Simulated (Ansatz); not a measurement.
A made-up structure of AlBSiH₆, singlet:

B1  (0.275, 0.908, -0.065)
Al2  (-1.193, 1.038, -1.573)
Si3  (0.677, -1.206, 1.139)
H4  (-0.906, 0.715, -3.031)
H5  (-2.636, 1.416, -1.282)
H6  (0.926, 1.811, 0.225)
H7  (2.019, -1.755, 0.780)
H8  (-0.326, -2.264, 0.832)
H9  (0.670, -1.002, 2.617)
(Å)

It is relaxed with PBE-D4/def2-SVP and then PBE0-D4/def2-TZVP (Ansatz 0.2.0). Atoms count as bonded within 1.22 times the sum of their covalent radii (H–H: 0.88 Å). The end point is not checked to be a true minimum.

Problem. Does its bonding change? (Judge from chemistry; the calculation decides.)

Solution. The calculation gives: Yes. Formed: B1–Si3; broken: none.

Where it ends: The first stage lowers the energy by 0.88 eV in 6 steps. It ends as AlBSiH₆ ([AlH2][BH][SiH3]):
```
9
angstrom
B 0.2202 0.7000 0.0991
Al -1.1136 0.9135 -1.5162
Si 0.5833 -1.0289 1.0510
H -0.6545 0.6094 -3.0103
H -2.6251 1.3418 -1.2517
H 0.8824 1.6251 0.4849
H 1.8236 -1.5483 0.3942
H -0.4716 -2.0675 0.8840
H 0.8600 -0.8830 2.5074
```

Labels in which every atom is bracketed show which atoms are joined, not bond orders.

For scale, one of the runs: PBE0-D4/def2-TZVP relaxation, 141 basis functions, launched by `ansatz run in.yaml --threads 2 --pin off --events-out ev --progress --plain --max-ram 4352MiB`. The run took about 57 s on 2 CPU threads of an Arm Neoverse V1 (shared host).
